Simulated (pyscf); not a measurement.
This saddle point was located with ωB97X-D3(BJ)/def2-SVP in PySCF.

```xyz
11

F      0.2498    -0.6117     1.2066
Si    -1.3159    -0.1258     1.4048
F     -2.0307    -1.5733     1.3927
O     -1.2970     0.6572    -0.1878
Si    -0.1051     0.5989    -1.4203
H     -1.1988     0.6122     2.6656
H      0.1434    -0.8166    -1.7748
H     -0.7051     1.3400    -2.5579
H      1.1112     1.2792    -0.9216
H     -2.3809     0.9247     0.0859
F     -2.9972     0.6976     1.1114
```
Charge 0, spin multiplicity 1.

Surface: singlet, charge 0. Lowest wavenumbers (cm⁻¹): 817i, 55, 123, 129, 171.

**Question.** Name the species on either side of this saddle.

**Answer.** F–SiH(F)–O–SiH₃ + HF <-> F–SiH(F)–F + HO–SiH₃, a four-centre exchange read from left to right: O–Si, F–H broken and F–Si, H–O formed. At ωB97M-D3(BJ)/def2-TZVP it lies +15.5 kcal/mol from the left side and +20.3 kcal/mol from the right (each side as separated species at their lowest minima found). One saddle was located; it need not be the lowest between these sides.
